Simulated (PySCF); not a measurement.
**How good is the calculation?**

Bonds (- single, = double, # triple, : aromatic): O1-C2 1.395 Å, C2-C3 1.515 Å, C3-F4 1.345 Å, C3-F5 1.337 Å, C3-F6 1.332 Å. O1 carries H7; C2 carries H8, H9.

The experiment to reproduce: δ 17O O1 -20.2 ppm (measured; liquid, neat, 295 K; 17O NMR survey of organic solvents and oxofluorinated compounds, PMC5915748).
δ 19F F4/F5/F6 -77.8 ppm (measured; G. Saielli, R. Bini, A. Bagno, Computational 19F NMR. 2. Organic compounds, RSC Adv. 2014, ESI (exp. from Berger-Braun-Kalinowski 1994 and Everett 1995)). Coupling constants: 1J(C2,H8) 147.5 Hz.

Calculated, not measured (PySCF): J couplings at B3LYP/pcJ-2, geometry from PBE0-D3(BJ)/def2-TZVP, shielding tensors at B97-2/pcSseg-2 (GIAO). No relativistic terms, one computed conformer, one averaged value for each set of equivalent atoms, no solvent model.

Q: How close does the calculation come?

A: 
Reference values: measured (liquid, neat, 295 K; 17O NMR survey of organic solvents and oxofluorinated compounds, PMC5915748).
```
atoms                 quantity  reference  computed  computed, scaled
   O1  δ 17O vs D2O (external)      -20.2         –             -22.0
```

Reference values: measured (G. Saielli, R. Bini, A. Bagno, Computational 19F NMR. 2. Organic compounds, RSC Adv. 2014, ESI (exp. from Berger-Braun-Kalinowski 1994 and Everett 1995)).
```tsv
atoms	quantity	reference	computed	computed, scaled
F4/F5/F6	δ 19F vs CFCl3	-77.8	-91.8	-81.5
```

Computed shifts are σ(ref) − σ with the named reference compound (TMS for H and C) calculated as an isolated molecule at the same level. The measured values may be among those fitted. Shieldings were converted by a linear fit to measured shifts: 17O: δ = 275.01 − 0.945σ (rms 12.8 ppm, 79 shifts vs liquid water, solution or neat liquid); 19F: δ = 160.24 − 0.938σ +9.4 on sp3 carbon (rms 4.8 ppm, 130 shifts, 5.6 ppm with the 3 outliers that the fit left out vs CFCl3, solution or neat liquid). Occasional misses reach two or three times the rms, and more in compound classes unlike the fitted ones.

Coupling constants in Hz:
```tsv
coupling	reference	computed	source
1J(C2,H8)	147.5	150.3	measured; liquid or solution (compiled); San Fabian, Garcia de la Vega, Suardiaz et al., Magn. Reson. Chem. 2013, 51, 775 (SI)
```

3 of the 4 published NMR values on file for this molecule are compared.
